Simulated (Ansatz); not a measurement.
# BH+ (doublet): wave-function methods side by side, cc-pVQZ

An exercise on one series of results from a longer session: the logs are not shown, and one member is left open.

Computed with Ansatz 0.2.0, Gaussian basis. Level: cc-pVQZ, core rule «outside noble gas», up to 1 orbitals frozen.

Plan: UHF; CCSD(T) on ROHF; CCSD(T) on UHF; BCCD(T) on ROHF; CCSDT on ROHF; CCSDT on UHF; CASSCF and MRCISD+Q, 3 electrons in 5 orbitals; CASSCF and NEVPT2, 3 electrons in 5 orbitals; Full CI.

22 further runs of the same task are left out: 4 for a known fault of the program, 3 that didn't finish, 15 set aside as unsound or not needed.

## What is computed

The geometry is a PBE0/def2-TZVP stationary point (not a proven minimum) of the parent state, kept for this charge and spin.

2 atoms, charge 1, spin multiplicity 2.

Atoms are counted from 1 here; the program's logs count them from 0.

Bond lengths: B1–H2 1.194 Å.

Set-up of the first run:

The input, in.yaml:

```yaml
crystal:
  periodic: [false, false, false]
  atoms:
    - {symbol: B, position_ang: [0.000000, 0.000000, 0.000000]}
    - {symbol: H, position_ang: [0.000000, 0.000000, 1.194000]}
basis:
  gaussian: {orbitals: cc-pVQZ}
total_charge: 1
magnetization: {spin_polarized: true, initial_magnetization: 1}
hamiltonian: {xc: hf}
output: {orbitals: {seedname: orbitals}}
```

The run is started by

```sh
$ ansatz run in.yaml --threads 1 --pin off --events-out ev --progress --plain --max-ram 2393MiB
```

Among the steps run: UHF; CCSD(T) on ROHF; CCSD(T) on UHF; BCCD(T) on ROHF; CCSDT on ROHF; CCSDT on UHF; CASSCF and MRCISD+Q, 3 electrons in 5 orbitals; CASSCF and NEVPT2, 3 electrons in 5 orbitals; Full CI.

One table of the session follows, with a row left open; its other results are not shown here.

| method | from FCI (kcal/mol) |
| --- | --- |
| ROHF | +34.67 |
| UHF | +33.90 |
| RMP2 | +8.53 |
| UMP2 | +8.27 |
| RCCSD | +0.70 |
| UCCSD | +0.63 |
| RCCSD(T) | +0.18 |
| UCCSD(T) | +0.15 |
| BCCD(T) | +0.17 |
| RCCSDT | 0.00 |
| UCCSDT | -0.01 |
| CASSCF valence | +14.30 |
| NEVPT2 valence | +4.84 |
| MRCISD valence | +1.41 |
| MRCISD+Q valence | ? |
| FCI | 0 |

**Question.** Estimate the row for MRCISD+Q valence.

**Answer.** from FCI (kcal/mol): +1.27. In the column «from FCI (kcal/mol)» it lies between RCCSD (+0.70) and MRCISD valence (+1.41).

Among the levels timed on like hardware and quicker than the yardstick, those that no quicker one beats, quickest first: NEVPT2 valence (2 s, +4.84 kcal/mol); MRCISD+Q valence (3.3 s, +1.27 kcal/mol); BCCD(T) (3.3 s, +0.17 kcal/mol).

Limits of these values: The yardstick is full CI for this spin, exact in this basis with these frozen cores. Of the multireference levels listed MRCISD+Q valence comes nearest in total energy (+1.27 kcal/mol), which doesn't show that its space is the better one. Levels on UHF freeze UHF's core orbitals, full CI those of ROHF, so the U rows can settle a little off it for that reason alone. Restricted and unrestricted rows rest on different reference determinants; where their highest levels disagree by more than a few hundredths of an eV, they describe different states and don't form one ladder.
